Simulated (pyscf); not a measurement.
Four-centre exchange: `[Cl][Si]([Cl])[Cl]` [doublet] + `[OH2]` -> `[ClH]` + `[OH][Si]([Cl])[Cl]` [doublet]

Gas phase, doublet surface, charge 0. Bonds broken: Cl1–Si2, O5–H6. Bonds formed: Cl1–H6, Si2–O5. PySCF, gas phase, ωB97X-D3(BJ)/def2-SVP geometries.

Transition state (Å):

```xyz
7

Cl    -0.0731     1.5277     0.9149
Si    -1.2450    -0.7589     0.2676
Cl    -0.9600    -2.7719    -0.2315
Cl    -3.1966    -0.2539    -0.1180
O     -0.3782    -0.0618    -1.1451
H      0.0281     0.8492    -0.5061
H      0.2430    -0.6415    -1.6130
```

One imaginary mode, 828i cm⁻¹; descent along it reached the two sides named.

```
bond     change  reactant side (Å)  saddle  product side
-------  ------  -----------------  ------  ------------
Cl1–Si2  breaks              2.072     2.6           3.4
O5–H6    breaks              0.965   1.185         1.993
Cl1–H6    forms                2.6   1.578         1.292
Si2–O5    forms                2.8   1.798         1.673
```

Electronic energies relative to the separated reactants (eV):

| level | barrier | reaction energy | reverse barrier |
|---|---|---|---|
| ωB97X-D3(BJ)/def2-TZVP | 0.55 | +0.03 | 0.53 |
| PBE/def2-TZVP | 0.28 | -0.02 | 0.30 |
| r²SCAN/def2-TZVP | 0.32 | -0.07 | 0.39 |
| B3LYP-D3(BJ)/def2-TZVP | 0.41 | -0.05 | 0.47 |
| PBE0-D3(BJ)/def2-TZVP | 0.38 | 0.00 | 0.38 |
| M06-2X/def2-TZVP | 0.40 | -0.08 | 0.49 |
| ωB97M-D3(BJ)/def2-TZVP | 0.45 | -0.06 | 0.51 |
| HF/def2-TZVP | 1.16 | -0.16 | 1.31 |

With ωB97M-D3(BJ)/def2-TZVP energies and thermal terms (ideal gas, 1 atm, RRHO with modes under 100 cm⁻¹ raised to 100, one conformer, R ln 2 for chiral ones without a mode under 150 cm⁻¹), in eV:

```tsv
T (K)	ΔH‡	ΔG‡	ΔH	ΔG
298	0.35	0.80	-0.13	-0.15
600	0.36	1.25	-0.12	-0.18
900	0.40	1.69	-0.10	-0.21
1200	0.44	2.11	-0.08	-0.25
```

This is the saddle that the search found; another between the same sides may lie lower.
